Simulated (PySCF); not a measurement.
Structure with atom numbers: `[CH:1]#[C:2][CH3:3]`; H(Xn) means a hydrogen on atom n.

GIAO shifts from PySCF on PBE0-D3(BJ)/def2-TZVP geometries (one conformer, non-relativistic, equivalent nuclei averaged), against TMS at the same level and in the same medium; PCM means IEF-PCM chloroform.

Measured (solution, not stated per compound (mostly CDCl3 or CCl4); Pretsch, Buehlmann, Badertscher, Structure Determination of Organic Compounds, 4th ed. (2009)): C2 80.4, C1 68.3, C3 3.7, H(C3) 1.80 ppm.

Q: Which unscaled values do B97-2/pcSseg-2, gas; WP04/pcSseg-2, PCM; wB97X-D/pcSseg-2, PCM give, and how close are they?

A: 
| atoms | measured | B97-2/pcSseg-2, gas | WP04/pcSseg-2, PCM | wB97X-D/pcSseg-2, PCM |
| --- | --- | --- | --- | --- |
| C2 | 80.4 | 83.6 | 81.9 | 90.8 |
| C1 | 68.3 | 71.5 | 68.0 | 75.2 |
| C3 | 3.7 | 4.7 | 6.3 | 3.6 |
| H(C3) | 1.80 | 1.85 | 1.94 | 1.86 |

Mean absolute error for ¹³C: B97-2/pcSseg-2, gas 2.5, WP04/pcSseg-2, PCM 1.5, wB97X-D/pcSseg-2, PCM 5.8 ppm.

Mean absolute error for ¹H: B97-2/pcSseg-2, gas 0.05, WP04/pcSseg-2, PCM 0.14, wB97X-D/pcSseg-2, PCM 0.06 ppm.
